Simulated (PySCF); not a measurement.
# A diatomic session: BN+

The task here is to estimate one member of a computed series from the others.

Program: PySCF 2.14.0. Level of theory: B 6-311G(d,p), N 6-311G(d,p), no relativity. These are calculated values, not measurements.

The first run:

A driver script around PySCF takes these settings:

| Property | Result |
| --- | --- |
| atoms | B, N |
| charge | 1 |
| basis | B 6-311G(d,p), N 6-311G(d,p) |
| Hamiltonian | no relativity |
| basis functions | 36 |
| electrons treated | 11 |
| masses in u | 11.0093, 14.0031 |
| levels | PBE0, PBE, r²SCAN, LDA, TPSSh, M06, HF, MP2, SCS-MP2, CCSD, CCSD(T) |
| grid | 80 radial by 434 angular points |
| occupations | held fixed by the projection of orbital angular momentum |
| dissociation limit | B+ + N, each in its ground configuration |
| starting distance in angstrom | 1.570 |
| values of 2S to try | 1, 3 |

On the command line:

```console
$ OMP_NUM_THREADS=1 python dia.py task.json out
```

Steps of the session up to this table: Set-up; First curve: PBE0; Excited determinants; PBE; r²SCAN; LDA; TPSSh; M06; UHF (mean field); Adding correlation.

One table of the session follows, with a row left open; its other results are not shown here.

Energy (eV) from each level's lowest point:

```
R (Å)    UHF  UHF-MP2  UHF-SCS-MP2  UHF-CCSD  UHF-CCSD(T)
1.238  0.782    0.956        0.984       n/a          n/a
1.296  0.298    0.413        0.438     0.489        0.537
1.354  0.061    0.120        0.139     0.172        0.205
1.397  0.000    0.022        0.032     0.050        0.071
1.440      ?        ?            ?         ?            ?
1.483  0.069    0.036        0.022     0.001        0.000
1.541  0.189    0.146        0.112     0.051        0.041
1.613  0.349    0.340        0.280     0.148        0.140
1.699  0.486    0.581        0.503     0.267        0.278
1.814  0.566    0.811        0.721       n/a          n/a
```

**Question.** Estimate the row for R (Å) = 1.440.

Worked estimate for «UHF». A straight line through the neighbours (1.397, 0.000) and (1.483, 0.069) gives 0.000 + (0.069 − 0.000) × (1.440 − 1.397) / (1.483 − 1.397) = 0.034; a parabola fitted to 4 rows on both sides gives 0.013.

As computed: UHF: 0.010; UHF-MP2: 0.000; UHF-SCS-MP2: 0.000; UHF-CCSD: 0.000; UHF-CCSD(T): 0.009. In «UHF» the line misses by +0.024 and the parabola by +0.003.
